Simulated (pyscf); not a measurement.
GeH₂ (SMILES [GeH2]) [singlet] + NH₃ (SMILES N) → H₂N–GeH: (SMILES [NH2][GeH]) [singlet] + H₂ (SMILES [H][H]), a four-centre exchange (singlet surface; Ge–H, H–N broken, Ge–N, H–H formed). PySCF, gas phase, ωB97X-D3(BJ)/def2-SVP geometries. Energies in kJ/mol from the separated reactants.

Small-basis levels: PySCF, no dispersion term, spherical d functions. 

Problem. Quick HF/3-21G single points give ΔE‡ = 53.1 kJ/mol and ΔE = -131.1 kJ/mol. What does ωB97M-D3(BJ)/def2-TZVP give, and how far is the quick result from it?

Solution. ωB97M-D3(BJ)/def2-TZVP gives ΔE‡ = 48.4 kJ/mol and ΔE = -62.3 kJ/mol. HF/3-21G lies 4.6 kJ/mol over it in the barrier and 68.8 kJ/mol under it in the reaction energy, so on this step it does not hold to within 12.6 kJ/mol. ωB97M-D3(BJ)/def2-TZVP has limits of its own. On the reactant side the descent ends in an adduct with a Ge–N contact, 114.8 kJ/mol under the separated species and 156.7 kJ/mol under the saddle at ωB97X-D3(BJ)/def2-TZVP. What is counted as formed (Ge–N) is already present as a longer contact in the reactant adduct; forming that adduct is a step of its own. At the saddle there is also a short Ge–H contact that neither side keeps. This is the saddle that the search found; another between the same sides may lie lower. In the def2 sets elements up to Kr have no core potential.
